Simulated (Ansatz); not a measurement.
input.yaml (Ansatz)

```yaml
crystal:
  lattice:
    - [12.0, 0.0, 0.0]
    - [0.0, 12.3, 0.0]
    - [0.0, 0.0, 12.6]
  atoms:
    - { symbol: H, position: [0.5, 0.5, 0.4699101046] }
    - { symbol: H, position: [0.5, 0.5, 0.5300898954] }
hamiltonian:
  xc: pbesol
  pseudopotentials:
    kind: paw
    azcp:
      H: "pseudopotentials/H.paw.azcp"
basis:
  ecutwfc: 420
  fft_grid_basis: typed
kpoints:
  mp_grid: { grid: [1, 1, 1], shift: [0, 0, 0] }
magnetization:
  spin_polarized: false
scf:
  occupations: { method: fermi_dirac, width: 0.01 }
```

Output

```
Warning: the record states the generating functional pbe (its physics header spells it `PBE`), which answers neither for hamiltonian.xc's functional nor for the pbesol family's — results may be inconsistent (PPs are generated against a specific XC)
Engine: ansatz 0.2.0, x86_64-unknown-linux-gnu
Pseudopotentials: kind: paw
Pseudopotential: H, paw, valence charge 1, recommended cutoff 420 eV (normal) 
Functional definition: PBEsol
  exchange = pbesol_x
  correlation = pbesol_c
Crystal: 2 atoms, lattice volume = 1859.760 Å³
Basis set: ecut = 420 eV, 36331 PW (Γ)
Bands: 5, of which v1, the nominal top of the filled ones, is band 1 counted from 1 (0 counted from 0)
Symmetry: 8 space group operations
Space group: Pmmm (ITA 47), of the structure as read, at distance tolerance 1.2e-4 Å
k-points: 1
Non-local potential: H, projectors of the file, l = 0: 2, l = 1: 1
PAW form: soft (Blöchl's): semilocal exchange-correlation on the pseudo side does not see the compensation charge
PAW one-centre angular grid: H, 110 points (default); XC on 64 Gauss nodes
Initial density: superposition of atomic densities (neutral atoms: chi_scale 0, normalization atom), corrected by the library's trained network
Initial wavefunctions: pseudopotential atomic-orbital guess
Functional: x = pbesol(κ = 0.804, μ = 0.12345679012345678), c = pbesol(β = 0.046)
SCF iter   1: F=—  HF=-31.218419 eV  |F-HF|=—  |Δ(HF+E_count)|=         —  Δρ=4.10e-4  dr2=1.84e-3  ethr=1.77e-3  ⟨swp⟩=8.0  Hψ=72  notcnv=0
SCF iter   2: F=—  HF=-31.218402 eV  |F-HF|=—  |Δ(HF+E_count)|=   1.66e-5  Δρ=1.51e-4  dr2=2.13e-4  ethr=9.18e-5  ⟨swp⟩=4.0  Hψ=22  notcnv=0
SCF iter   3: F=—  HF=-31.218561 eV  |F-HF|=—  |Δ(HF+E_count)|=   1.58e-4  Δρ=1.43e-5  dr2=1.14e-6  ethr=1.07e-5  ⟨swp⟩=5.0  Hψ=18  notcnv=0
SCF iter   4: F=—  HF=-31.218580 eV  |F-HF|=—  |Δ(HF+E_count)|=   1.95e-5  Δρ=9.24e-7  dr2=1.51e-8  ethr=5.70e-8  ⟨swp⟩=4.0  Hψ=18  notcnv=0
iter 5 did not close the SCF: its close was put off for the readings that it lacked (scf_convergence_deferred on its scf_iter line)
SCF iter   5: F=-31.218580 eV  HF=-31.218580 eV  |F-HF|=1.15e-9  |Δ(HF+E_count)|=   3.98e-9  Δρ=2.60e-8  dr2=1.00e-11  ethr=7.55e-10  ⟨swp⟩=2.0  Hψ=6  notcnv=0
SCF iter   6: F=-31.218580 eV  HF=-31.218580 eV  |F-HF|=3.09e-13  |Δ(HF+E_count)|=   1.15e-9  Δρ=2.04e-9  dr2=4.48e-14  ethr=1.00e-12  ⟨swp⟩=1.0  Hψ=13  notcnv=0
SCF 1 converged in 6 iterations: F = -31.218580 eV  dr2 = 4.48e-14
SCF converged after 6 iterations
Free energy (F): -31.218580 eV
Harris-Foulkes:  -31.218580 eV  (|F-HF|=3.09e-13)
Internal energy: -31.218580 eV  (E = F + TS)
E sigma→0 (E₀):  -31.218580 eV
Fermi energy:    -5.111501 eV
--- Per-component energies (eV) ---
  E_band       = -20.249614
  E_kinetic    = 26.278405
  E_local      = -83.746320  (includes V_loc(G=0)·N_el)
  E_nonlocal   = 3.264448
  E_hartree    = 28.596282
  E_xc         = -16.919495
  E_vxc        = -21.913935  (∫ρ·V_xc dr)
  E_paw        = -1.047486  (= ΣΔE_a)
  E_vpaw       = -1.322333  (= ΣTr[D̂ρ^β])
  E_aug_tail   = -0.002445  (compensation charges beyond the density's cutoff)
  E_ewald      = 12.358032
  E_smearing   = -0.000000  (= −TS)
  E_closure    = -0.000000  (closes the sum)
  Σ components = -31.218580   (vs F -31.218580, Δ=0.00e0)
```
